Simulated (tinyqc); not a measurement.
Worked calculation: extended Hueckel theory, for LiH. One step of it, computed by the program tinyqc.

Question. Wolfsberg-Helmholz matrix. H_ij = K' S_ij (H_ii + H_jj)/2 for i != j (the diagonal keeps H_ii), with K' = K + D^2 + D^4 (1 - K), D = (H_ii - H_jj)/(H_ii + H_jj), K = 1.5.

overlap S:
```
,1Li 2s,1Li 2px,1Li 2py,1Li 2pz,2H 1s
1Li 2s,1.000000,0.000000,0.000000,0.000000,0.365872
1Li 2px,0.000000,1.000000,0.000000,0.000000,0.000000
1Li 2py,0.000000,0.000000,1.000000,0.000000,0.000000
1Li 2pz,0.000000,0.000000,0.000000,1.000000,0.484169
2H 1s,0.365872,0.000000,0.000000,0.484169,1.000000
```

diagonal H_ii (eV): 1Li 2s -5.400000, 1Li 2px -3.500000, 1Li 2py -3.500000, 1Li 2pz -3.500000, 2H 1s -13.600000

K = 1.500000

Give: H.

Answer.

H (eV):
```
,1Li 2s,1Li 2px,1Li 2py,1Li 2pz,2H 1s
1Li 2s,-5.400,0.000,0.000,0.000,-5.801
1Li 2px,0.000,-3.500,0.000,0.000,0.000
1Li 2py,0.000,0.000,-3.500,0.000,0.000
1Li 2pz,0.000,0.000,0.000,-3.500,-7.402
2H 1s,-5.801,0.000,0.000,-7.402,-13.600
```
